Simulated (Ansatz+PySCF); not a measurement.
**doublet HF2: levels of theory in one basis**

```xyz
3

H     0.0000    0.0000   -2.2313
F     0.0000    0.0000   -0.6162
F     0.0000    0.0000    0.8641
```

Basis set: cc-pVTZ (spherical functions). Correlated methods keep 2 orbitals frozen. Correlation on ROHF uses semicanonical orbitals with singles. Charge 0, multiplicity 2.

Computed with Ansatz (development build ahead of 0.2.0) and PySCF 2.14.0; each method stands on the lowest determinant of its kind that the runs found.

```csv
method,E − E(ROHF) (eV),<S²> of the determinant
ROHF,0.00,0.75
UHF,-1.19,1.21
ROHF-MP2,-14.71,–
ROHF-CCSD,-14.85,–
UHF-CCSD,-14.87,1.21
ROHF-CCSD(T),-15.40,–
UHF-CCSD(T),-15.36,1.21
```

Question: What does UHF-MP2 give on the same scale?

Answer: -13.67 eV.

Caution for ROHF, ROHF-MP2, ROHF-CCSD, ROHF-CCSD(T): an unrestricted determinant lies well below. Caution for UHF, UHF-MP2, UHF-CCSD, UHF-CCSD(T): the unrestricted determinant is spin contaminated.
